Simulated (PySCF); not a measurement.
**F₂⁺, HF: how much the basis matters**

PySCF, UHF reference; doublet, unpaired electrons π ↑; De to F⁺ + F without counterpoise correction.

| basis | relativity | functions | Re (Å) | ωe (cm⁻¹) | De (eV) |
| --- | --- | --- | --- | --- | --- |
| pcseg-1 | no relativity | 28 | 1.226 | 1487 | -1.58 |
| jorge-DZP-DKH | spin-free X2C | 30 | 1.217 | 1517 | -1.60 |
| 6-311G(d,p) | no relativity | 36 | 1.210 | 1570 | -1.44 |
| def2-TZVPPD | no relativity | 80 | 1.213 | 1581 | -0.96 |

Question: How does each smaller set differ from the one with most functions, def2-TZVPPD?

Answer: pcseg-1: +1.3 pm, -5.9 % in ωe, -0.62 eV in De; jorge-DZP-DKH: +0.4 pm, -4.0 % in ωe, -0.64 eV in De; 6-311G(d,p): -0.3 pm, -0.7 % in ωe, -0.48 eV in De. All at HF; the set with most functions is neither the basis-set limit nor always the best. The rows treat relativity differently, so the differences are not basis effects alone.

Hartree–Fock leaves out correlation, which carries a large part of most bond energies and some tenths to 1 eV of ionisation energies. A negative De means that the minimum lies above the separated atoms at that level. The state is the lowest determinant that a PBE0 search found; another state may lie lower at other levels.
